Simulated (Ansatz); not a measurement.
# AlH5O: the cost of one run

Method: RKS PBE0/def2-SVP, in Ansatz 0.2.0.

**1. The system as given**

Bond lengths: Al1–O2 2.130 Å, O2–H3 1.010 Å, Al1–H4 1.560 Å, Al1–H5 1.560 Å. Angles: Al1–O2–H3 109.5°, O2–Al1–H4 120.0°, O2–Al1–H5 120.0°, H4–Al1–H5 120.0°.

Coordinates:

```xyz
7

Al    0.0000    0.0000    0.0000
O     0.0000    0.0000    2.1300
H    -0.9095   -0.2814    2.4671
H     1.3510    0.0000   -0.7800
H    -1.3510    0.0000   -0.7800
H     0.0834    1.7631    0.5865
H     0.0646    1.3656    1.5323
```

**2. A restrained relaxation towards end A**

Springs on the bonds that form and break draw the guess towards this end; the thresholds are loose.

input.yaml

```yaml
crystal:
  periodic: [false, false, false]
  atoms:
    - { symbol: Al, position_ang: [0.0, 0.0, 0.0] }
    - { symbol: O, position_ang: [0.0, 0.0, 2.13] }
    - { symbol: H, position_ang: [-0.9095, -0.2814, 2.4671] }
    - { symbol: H, position_ang: [1.351, 0.0, -0.78] }
    - { symbol: H, position_ang: [-1.351, 0.0, -0.78] }
    - { symbol: H, position_ang: [0.0834, 1.7631, 0.5865] }
    - { symbol: H, position_ang: [0.0646, 1.3656, 1.5323] }
basis:
  gaussian: { orbitals: def2-SVP }
hamiltonian:
  xc: pbe0
relax:
  f_tol: 0.15
  max_steps: 25
  restrain:
    - { distance: [0, 5], at: 2.76, k: 30.0 }
    - { distance: [6, 1], at: 2.21, k: 30.0 }
    - { distance: [0, 1], at: 1.78, k: 30.0 }
    - { distance: [6, 5], at: 0.66, k: 30.0 }
```

Started as:

```
> ansatz run input.yaml --threads 1 --pin off --max-ram 2048MiB --backend cpu --events-out ev --progress --plain --runs-dir out
```

**Question.** How long does this run take on 1 thread of Arm Neoverse V2, shared host, and how much memory does it need?

About 11 s, with a peak of 0.1 GiB.
